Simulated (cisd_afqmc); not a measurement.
Input (AFQMC/CISD/aug-cc-pVQZ; cisd_afqmc is a phaseless AFQMC code with CISD trial states that reads the integrals written by Ansatz):

Ansatz 0.2 input:
```python
import cisd_afqmc

open("ham.yaml", "w").write("""\
crystal:
  periodic: [false, false, false]
  atoms:
    - {symbol: F, position_ang: [0.00000000, 0.00000000, 0.00000000]}
basis:
  gaussian:
    orbitals: aug-cc-pVQZ
total_charge: -1
magnetization: {spin_polarized: false}
correlation: {method: ccsd, electrons: outside_noble_gas, hamiltonian_folder: ham}
scf: {lower_state_search: full}
""")
rep = cisd_afqmc.ansatz("ham.yaml")
e_ccsd = rep["correlation"]["coupled_cluster"]["energy"]["hartree"]
out = cisd_afqmc.run("ham", e_ccsd, trial="CISD", walkers=2000, populations=1, threads=12, dt=0.005, steps=40, early=24, settle=10, least=100,
    cut=5e-5, rank_cut=2e-4, target=0.0004, seconds=1000, seed=4, memory=62639, gpu=True)
```

Output:

```
orbitals 79, occupied [4], factors 369 of 495, rank of the doubles 177 of 300
E(HF) = -99.457462
E(CCSD) on the cut factors = -99.765819, shift to the whole factors -0.000000
Energy of the trial state on the determinant = -99.765760
  tau behind 7.2 of longer steps, mean of the populations' last blocks
   2.0  -99.77685
   4.0  -99.77757
   6.0  -99.77635
   8.0  -99.77721
  10.0  -99.77758
  12.0  -99.77633
  14.0  -99.77740
  16.0  -99.77793
  18.0  -99.77758
  20.0  -99.77666
  22.0  -99.77741
blocks 100 (0 outliers left out), error by blocks joined: 1: 0.00013, 2: 0.00013, 4: 0.00014, 8: 0.00017
E(AFQMC/CISD) = -99.77720 +/- 0.00017
```

The error still grows at the longest joins of blocks, or few joins were possible, so the printed bar may be too narrow.
